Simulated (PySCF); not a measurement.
Compound: C₄H₉S (charge -1).
SMILES: `CC(C)C[S-]`

The closed-shell SCF was solved with PySCF and density fitting under several settings on one GFN2-xTB geometry (grid level 2 and gas phase unless stated).

```csv
settings,basis functions,SCF cycles,E (Eh),HOMO (eV),LUMO (eV)
PBE0/pcSseg-1,137,12,-555.6850,0.63,5.17
PBE/pcSseg-1,137,15,-555.6233,1.78,4.38
```

**Question.** Estimate the rows for these settings: (1) X3LYP/pcSseg-0; (2) wB97X/pcSseg-1, grid level 4.

**Answer.** 
| settings | basis functions | SCF cycles | E (Eh) | HOMO (eV) | LUMO (eV) |
| --- | --- | --- | --- | --- | --- |
| X3LYP/pcSseg-0 | 67 | 12 | -555.1342 | 1.45 | 5.68 |
| wB97X/pcSseg-1, grid level 4 | 137 | 13 | -555.9804 | -1.68 | 7.11 |

**Question.** Over all rows, what range does the HOMO–LUMO gap span?

**Answer.** From 2.60 eV (PBE/pcSseg-1) to 8.79 eV (wB97X/pcSseg-1, grid level 4). The functional of the narrowest has no exact exchange, that of the widest range-separated exact exchange.

Cycle counts include a coarse-grid stage where the run had one. The HOMO energy is positive at PBE/pcSseg-1, PBE0/pcSseg-1 and X3LYP/pcSseg-0; such an orbital is held in place by the finite basis.

Shape of the structure used: `[CH3:1][CH:2]([CH3:3])[CH2:4][S-:5]`: C1–C2–C4–S5 63°.

One conformer stands for the species.
